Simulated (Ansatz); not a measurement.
Ideal-gas functions of H5N2Si, SMILES `[NH][SiH2]N` radical at 800 K and 1 bar, from an Ansatz frequency run at PBE0-D4/def2-TZVP.

Molar mass 61.14 g/mol, point group Cs (symmetry number 1), electronic degeneracy 2, moments of inertia 21.526, 75.738, 88.36 u Å². Harmonic wavenumbers (cm⁻¹, unscaled): 139, 271, 275, 411, 462, 709, 745, 750, 868, 892, 910, 958, 1586, 2198, 2199, 3472, 3606, 3698.

Use S(trans) = R[1.5 ln M + 2.5 ln T − 1.1517]; rotational temperatures θ = 24.2544 K / I; S(rot) = R[ln(√π/σ · √(T³/θAθBθC)) + 1.5]; for each mode x = 1.438777 ν̃/T, S = R[x/(eˣ − 1) − ln(1 − e⁻ˣ)] and H = RT x/(eˣ − 1); 1 cm⁻¹ = 0.0119627 kJ/mol; R = 8.31446 J/(mol·K).

Question: By hand: the entropy, in J/(mol·K).

Answer: Translation 180.7. Rotation: θ = 1.1267, 0.3202, 0.2745 K, giving 110.2. Vibration, mode by mode: 19.86, 14.37, 14.25, 11.01, 10.09, 6.84, 6.48, 6.43, 5.41, 5.22, 5.09, 4.75, 1.95, 0.80, 0.80, 0.12, 0.10, 0.08, in all 113.6. Electronic 5.8. Sum 410.3 J/(mol·K).

Question: By hand: H − E and G − E in kJ/mol, counted from the electronic energy.

Answer: Zero-point energy ½ × 24149 × 0.0119627 = 144.4; thermal vibration 47.5; translation, rotation and pV give 4 RT = 26.6. H − E = 218.5 kJ/mol, and G − E = 218.5 − 800 × 410.3/1000 = -109.7 kJ/mol.

Vibration gives 28 % of the entropy, 19.9 J/(mol·K) of it from the mode under 150 cm⁻¹: soft modes count most, and the harmonic formula is weakest for them. The sum counts one conformer and one mirror image; others add a mixing term.
